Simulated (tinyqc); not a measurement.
Pariser-Parr-Pople SCF with singles CI, for the molecule c1ccccc1 (SMILES; centres numbered as the heavy atoms are written), step by step. Computed by tinyqc, a small Python program that keeps every step. Settings: charge = 0, gamma = Ohno, start = core, damping = 0, iteration cap = 66, excitations kept = 4. Command: `OMP_NUM_THREADS=1 python tinyqc.py 24207 24208 out.jsonl` (the two numbers bound the seeds that draw the settings). One thread of a shared host (Intel(R) Xeon(R) Processor @ 2.60GHz), about 0.02 s of CPU time with the checks. Later iterations appear only in the table of the cycle.

## PPP integrals

Centres (angstrom, eV; a flat drawing with bonds scaled to 1.40 angstrom):
```
centre          x          y  core charge z          W   gamma_rr
1C       1.400000   0.000000              1  11.160000  11.130000
2C       0.700000   1.212000              1  11.160000  11.130000
3C      -0.700000   1.212000              1  11.160000  11.130000
4C      -1.400000   0.000000              1  11.160000  11.130000
5C      -0.700000  -1.212000              1  11.160000  11.130000
6C       0.700000  -1.212000              1  11.160000  11.130000
```

Resonance integrals (eV):
```
i  j       beta
1  2  -2.390000
2  3  -2.390000
3  4  -2.390000
4  5  -2.390000
5  6  -2.390000
6  1  -2.390000
```

Ohno: gamma = 14.399645/sqrt(R^2 + a^2), a = 2 x 14.399645/(gamma_rr + gamma_ss); H_rr = -W_r - sum_(s != r) z_s gamma_rs; H_rs = beta for bonds.

repulsion gamma_rs (eV), order 1C, 2C, 3C, 4C, 5C, 6C:
```
[[11.130000, 7.554960, 5.239602, 4.668463, 5.239602, 7.554960],
 [7.554960, 11.130000, 7.553862, 5.239602, 4.669500, 5.240702],
 [5.239602, 7.553862, 11.130000, 7.554960, 5.240702, 4.669500],
 [4.668463, 5.239602, 7.554960, 11.130000, 7.554960, 5.239602],
 [5.239602, 4.669500, 5.240702, 7.554960, 11.130000, 7.553862],
 [7.554960, 5.240702, 4.669500, 5.239602, 7.553862, 11.130000]]
```

core matrix H (eV), order 1C, 2C, 3C, 4C, 5C, 6C:
```
[[-41.417587, -2.390000, 0.000000, 0.000000, 0.000000, -2.390000],
 [-2.390000, -41.418626, -2.390000, 0.000000, 0.000000, 0.000000],
 [0.000000, -2.390000, -41.418626, -2.390000, 0.000000, 0.000000],
 [0.000000, 0.000000, -2.390000, -41.417587, -2.390000, 0.000000],
 [0.000000, 0.000000, 0.000000, -2.390000, -41.418626, -2.390000],
 [-2.390000, 0.000000, 0.000000, 0.000000, -2.390000, -41.418626]]
```

## Starting guess

pi electrons, sum of z_r less the charge = 6

Orbitals of the core matrix H.

P at the start, order 1C, 2C, 3C, 4C, 5C, 6C:
```
[[0.999871, 0.666667, -0.000032, -0.333333, -0.000032, 0.666667],
 [0.666667, 1.000064, 0.666667, -0.000032, -0.333333, 0.000064],
 [-0.000032, 0.666667, 1.000064, 0.666667, 0.000064, -0.333333],
 [-0.333333, -0.000032, 0.666667, 0.999871, 0.666667, -0.000032],
 [-0.000032, -0.333333, 0.000064, 0.666667, 1.000064, 0.666667],
 [0.666667, 0.000064, -0.333333, -0.000032, 0.666667, 1.000064]]
```

## Iteration 1: Fock matrix

F_rr = H_rr + P_rr gamma_rr / 2 + sum_(s != r) P_ss gamma_rs; F_rs = H_rs - P_rs gamma_rs / 2; E = tr P (H + F) / 2 + core repulsion sum_(r<s) z_r z_s gamma_rs.

F (eV), order 1C, 2C, 3C, 4C, 5C, 6C:
```
[[-5.594670, -4.908320, 0.000084, 0.778077, 0.000084, -4.908320],
 [-4.908320, -5.595165, -4.907954, 0.000084, 0.778250, -0.000169],
 [0.000084, -4.907954, -5.595165, -4.908320, -0.000169, 0.778250],
 [0.778077, 0.000084, -4.908320, -5.594670, -4.908320, 0.000084],
 [0.000084, 0.778250, -0.000169, -4.908320, -5.595165, -4.907954],
 [-4.908320, -0.000169, 0.778250, 0.000084, -4.907954, -5.595165]]
```

pi energy = -80.235984 eV

## Iteration 1: orbitals and new P

Diagonalise F (the basis is taken as orthonormal) and form P = 2 sum c c over the lowest orbitals.

orbital energies (eV): [-14.633203, -11.281580, -11.281200, 0.091208, 0.091573, 3.443204]

P after iteration 1, order 1C, 2C, 3C, 4C, 5C, 6C:
```
[[0.999955, 0.666675, -0.000011, -0.333301, -0.000011, 0.666675],
 [0.666675, 1.000023, 0.666650, -0.000011, -0.333350, 0.000023],
 [-0.000011, 0.666650, 1.000023, 0.666675, 0.000023, -0.333350],
 [-0.333301, -0.000011, 0.666675, 0.999955, 0.666675, -0.000011],
 [-0.000011, -0.333350, 0.000023, 0.666675, 1.000023, 0.666650],
 [0.666675, 0.000023, -0.333350, -0.000011, 0.666650, 1.000023]]
```

## Iteration 2: Fock matrix

As before.

F (eV), order 1C, 2C, 3C, 4C, 5C, 6C:
```
[[-5.594884, -4.908351, 0.000030, 0.778001, 0.000030, -4.908351],
 [-4.908351, -5.595058, -4.907893, 0.000030, 0.778288, -0.000059],
 [0.000030, -4.907893, -5.595058, -4.908351, -0.000059, 0.778288],
 [0.778001, 0.000030, -4.908351, -5.594884, -4.908351, 0.000030],
 [0.000030, 0.778288, -0.000059, -4.908351, -5.595058, -4.907893],
 [-4.908351, -0.000059, 0.778288, 0.000030, -4.907893, -5.595058]]
```

pi energy = -80.235984 eV

## Iteration 2: orbitals and new P

As before.

orbital energies (eV): [-14.633204, -11.281601, -11.281179, 0.091182, 0.091599, 3.443204]

P after iteration 2, order 1C, 2C, 3C, 4C, 5C, 6C:
```
[[0.999984, 0.666678, -0.000004, -0.333288, -0.000004, 0.666678],
 [0.666678, 1.000008, 0.666644, -0.000004, -0.333356, 0.000008],
 [-0.000004, 0.666644, 1.000008, 0.666678, 0.000008, -0.333356],
 [-0.333288, -0.000004, 0.666678, 0.999984, 0.666678, -0.000004],
 [-0.000004, -0.333356, 0.000008, 0.666678, 1.000008, 0.666644],
 [0.666678, 0.000008, -0.333356, -0.000004, 0.666644, 1.000008]]
```

## Convergence

Stop when output and input P, before any damping, agree to 1e-7.

Course of the cycle:
```
iteration        E (eV)  largest |P(out) - P(in)|
1          -80.23598402                  8.36e-05
2          -80.23598420                  2.93e-05
3          -80.23598422                  1.03e-05
4          -80.23598422                  3.60e-06
5          -80.23598422                  1.26e-06
6          -80.23598422                  4.42e-07
7          -80.23598422                  1.55e-07
8          -80.23598422                  5.43e-08
```

Converged in 8 iterations.

## Converged orbitals

Charges are z - P_rr.

orbital energies (eV): [-14.633204, -11.281615, -11.281166, 0.091166, 0.091615, 3.443204]

coefficients, order 1C, 2C, 3C, 4C, 5C, 6C:
```
[[0.408264, 0.577339, 0.000000, 0.000000, 0.577339, 0.408264],
 [0.408240, 0.288687, 0.500000, 0.500000, -0.288687, -0.408240],
 [0.408240, -0.288687, 0.500000, -0.500000, -0.288687, 0.408240],
 [0.408264, -0.577339, 0.000000, 0.000000, 0.577339, -0.408264],
 [0.408240, -0.288687, -0.500000, 0.500000, -0.288687, 0.408240],
 [0.408240, 0.288687, -0.500000, -0.500000, -0.288687, -0.408240]]
```

pi charges: [0.000000, 0.000000, 0.000000, 0.000000, 0.000000, 0.000000]

## Singles CI, singlets

Over the 4 single excitations with the smallest orbital gaps: A = (e_a - e_i) delta + 2 (ia|jb) - (ij|ab), with (pq|rs) = sum c_mp c_mq gamma_mn c_nr c_ns. f = 2/3 w |mu|^2 in atomic units, mu = sqrt2 sum c_ia sum_m c_mi c_ma R_m.

singlet CI matrix (eV), order 3>4, 3>5, 2>4, 2>5:
```
[[6.297486, 0.000000, 0.000000, 1.102664],
 [0.000000, 6.187460, -1.211961, 0.000000],
 [0.000000, -1.211961, 6.187461, 0.000000],
 [1.102664, 0.000000, 0.000000, 6.297907]]
```

singlet excitation energies (eV): [4.975499, 5.195033, 7.399422, 7.400360]

oscillator strengths: [0.000000, 0.000000, 1.268038, 1.268910]

## Singles CI, triplets

Over the 4 single excitations with the smallest orbital gaps: A = (e_a - e_i) delta - (ij|ab), with (pq|rs) = sum c_mp c_mq gamma_mn c_nr c_ns.

triplet CI matrix (eV), order 3>4, 3>5, 2>4, 2>5:
```
[[4.223816, 0.000000, 0.000000, 0.250431],
 [0.000000, 4.725068, 0.250431, 0.000000],
 [0.000000, 0.250431, 4.725068, 0.000000],
 [0.250431, 0.000000, 0.000000, 4.224984]]
```

triplet excitation energies (eV): [3.973968, 4.474637, 4.474832, 4.975499]
